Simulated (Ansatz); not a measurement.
Reaction (SMILES): FF (F2) → 2 F atom
B3LYP-D3(BJ)/def2-TZVP geometries, fixed; electronic energies without zero-point terms.
Largest species:
```xyz
2

F      0.0000     0.0000    -0.6982
F      0.0000     0.0000     0.6982
```

Basis-set convergence of the atomisation energy at HF with Ansatz (a quantum-chemistry and plane-wave program). All functions are spherical. A restricted Hartree-Fock determinant is unstable towards unrestricted orbitals. Open shells are unrestricted. No added dispersion term, no relativity. Functions are those of the species that has most. Reference: the value in aug-cc-pV5Z, -35.90 kcal/mol, itself unsure by roughly 0.14 kcal/mol (its mean distance from pcseg-4, aug-pcseg-3, aug-cc-pVQZ).

```csv
basis,functions,atomisation energy (kcal/mol)
STO-3G,10,-1.08
3-21G,18,-28.75
cc-pVDZ,28,___
pcseg-1,28,-40.90
aug-cc-pVDZ,46,___
def2-SVPD,46,___
pcseg-2,60,-35.65
"6-311++G(3df,3pd)",78,-37.09
jun-cc-pV(T+d)Z,78,-36.12
aug-pcseg-2,92,-35.31
def2-QZVPP,114,-36.18
def2-QZVPPD,132,___
aug-cc-pVQZ,160,-35.91
```

Complete the blanks.


- cc-pVDZ, atomisation energy (kcal/mol): -39.84
- aug-cc-pVDZ, atomisation energy (kcal/mol): -38.78
- def2-SVPD, atomisation energy (kcal/mol): -39.26
- def2-QZVPPD, atomisation energy (kcal/mol): -35.99
